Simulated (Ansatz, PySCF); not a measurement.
System: C$_{2}$H$_{4}$ (charge 0, singlet). 
Coordinates optimised at B3LYP-D3(BJ)/def2-TZVP (Ansatz, an electronic-structure program):
```
C
C 1 1.3246
H 1 1.0833 2 121.73
H 2 1.0833 1 121.73 3 180.00
H 1 1.0833 3 116.54 2 -180.00
H 2 1.0833 4 116.54 1 180.00
```

PBE beside other levels, property by property. Cores are frozen in the correlated levels unless marked. Open shells are spin-unrestricted. No spin-orbit coupling. No relativistic terms. CBS(X,Y): correlation extrapolated as X^-3; Hartree-Fock from the larger set. The bracket is a focal-point correction in the basis named. Rows marked 298 K are enthalpies with B3LYP-D3(BJ) harmonic zero-point and thermal terms from PySCF. Enthalpies of formation rest on the atoms' values in the G2/97 table (older ones for B and Si), with no core term in the frozen-core levels. Vertical energies are electronic, to the SCF solution reached for that spin. The coupled-cluster column (Ansatz) is a level with limits of its own: (a) RI-MP2/CBS(aug-cc-pVTZ,aug-cc-pVQZ)+[CCSD(T)-MP2]/aug-cc-pVTZ; (b) CCSD(T)/CBS(cc-pVTZ,cc-pVQZ).

```csv
property,B3LYP-D3(BJ)/def2-TZVPD (Ansatz + dftd3),PBE0/def2-TZVPD (Ansatz),CAM-B3LYP/def2-TZVPD (Ansatz),coupled cluster,measured
vertical ionisation energy to the doublet (eV),10.60,10.51,10.57,10.79 (a),10.68
enthalpy of formation at 298 K by atomisation (kcal/mol),11.5,13.2,12.5,14.3 (b),12.6
vertical triplet-singlet gap (eV),4.51,4.34,4.45,4.66 (a),-
```

Measured values: Active Thermochemical Tables 1.112 (ions: stationary electron), as tabulated in the package chemicals; CCCBDB table in ASE; they hold spin-orbit effects, which all levels lack, and core correlation, which the frozen-core levels lack. This is an older compilation, not checked against later work.

Question: What does PBE/def2-TZVPD (Ansatz) give for each property, and on which side of the measured value, or else of coupled cluster, does it fall?

Answer: 
- vertical ionisation energy to the doublet: PBE agrees within rounding with the measured value; PBE gives 10.68 eV.
- enthalpy of formation at 298 K by atomisation: PBE lies 7.2 kcal/mol below the measured value; PBE gives 5.4 kcal/mol.
- vertical triplet-singlet gap: PBE lies 0.11 eV below coupled cluster; PBE gives 4.55 eV.
